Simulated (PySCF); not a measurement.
PF3: calculation against experiment

**The experiment to reproduce.**

NIST CCCBDB Release 22 (SRD 101), experimental dipoles lists, for the gas: dipole moment (microwave Stark effect) 1.03 D.

The runs below try to reproduce these values; the comparison stands at the end.

Species: PF3.
SMILES with atom numbers: `[F:1][P:2]([F:3])[F:4]`

Geometry (PBE0-D3(BJ)/def2-SVP, Å), atoms numbered from 1 in this order:
```
atom  x, y, z in Å
F1    -0.8266   -1.0649   -0.3780
P2     0.0177   -0.1071    0.5791
F3     1.3789   -0.1382   -0.2532
F4    -0.5321    1.2822    0.0171
```

The PySCF runs (gas phase, on this PBE0-D3(BJ)/def2-SVP geometry; no spin–orbit coupling):

```
                             level                                                           job  basis functions  wall time
PBE0-D3(BJ)/def2-SVP, grid level 1  geometry optimisation from a GFN2-xTB start shaken at random               60      4.5 s
                    B3LYP/pcSseg-2                                                    shieldings              151      4.8 s
                    B97-D/pcSseg-2                                                    shieldings              151      7.0 s
                     BLYP/pcSseg-2                                                    shieldings              151      6.8 s
                     BP86/pcSseg-2                                                    shieldings              151      6.7 s
                       HF/pcSseg-2                                                    shieldings              151      2.5 s
                      KT2/pcSseg-2                                                    shieldings              151      7.1 s
                      KT3/pcSseg-2                                                    shieldings              151      7.1 s
                     OPBE/pcSseg-2                                                    shieldings              151      7.1 s
                      PBE/pcSseg-2                                                    shieldings              151      7.1 s
                     PBE0/pcSseg-2                                                    shieldings              151      4.9 s
                 mPW1PW91/pcSseg-2                                                    shieldings              151      4.9 s
```

Hardware: one thread of an Arm Neoverse V1, no GPU, on a shared host.

Results beside the measurements:

**Dipole moment.** Measured: 1.03 D (NIST CCCBDB Release 22 (SRD 101), experimental dipoles).

```
               level  computed (D)  computed − measured (D)  % (from the printed values)
PBE0-D3(BJ)/def2-SVP          1.30                    +0.27                          +26
      B3LYP/pcSseg-2          1.38                    +0.35                          +34
      B97-D/pcSseg-2          1.21                    +0.18                          +17
       BLYP/pcSseg-2          1.26                    +0.23                          +22
       BP86/pcSseg-2          1.18                    +0.15                          +15
         HF/pcSseg-2          1.60                    +0.57                          +55
        KT2/pcSseg-2          1.24                    +0.21                          +20
        KT3/pcSseg-2          1.22                    +0.19                          +18
       OPBE/pcSseg-2          1.05                    +0.02                           +2
        PBE/pcSseg-2          1.17                    +0.14                          +14
       PBE0/pcSseg-2          1.31                    +0.28                          +27
   mPW1PW91/pcSseg-2          1.32                    +0.29                          +28
```

12 of the 13 levels run are shown, the closest and the furthest among them. Closest is OPBE/pcSseg-2 (+0.02 D), furthest HF/pcSseg-2 (+0.57 D); one molecule doesn't rank methods. All 13 levels lie above the measurement. The computed dipoles belong to one fixed geometry; measured ones are averaged over vibrations unless marked μe. Magnitudes are compared, not signs.

No measured geometry was used, and the causes of the misses weren't examined.
